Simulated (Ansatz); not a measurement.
`O=CC(F)(F)Cl`, charge 0, multiplicity 1.

(1) Give a relaxed structure at PBE0-D4/def2-TZVP (the Gaussian-basis code of Ansatz). (Estimate.)

## Answers

(1) The calculation gave: 
```xyz
7

O    -0.886   -0.795   -1.461
C    -0.441   -0.743   -0.361
C     0.360    0.463    0.151
F     0.673    1.302   -0.821
F     1.490    0.032    0.726
Cl   -0.636    1.279    1.366
H    -0.560   -1.537    0.400
```
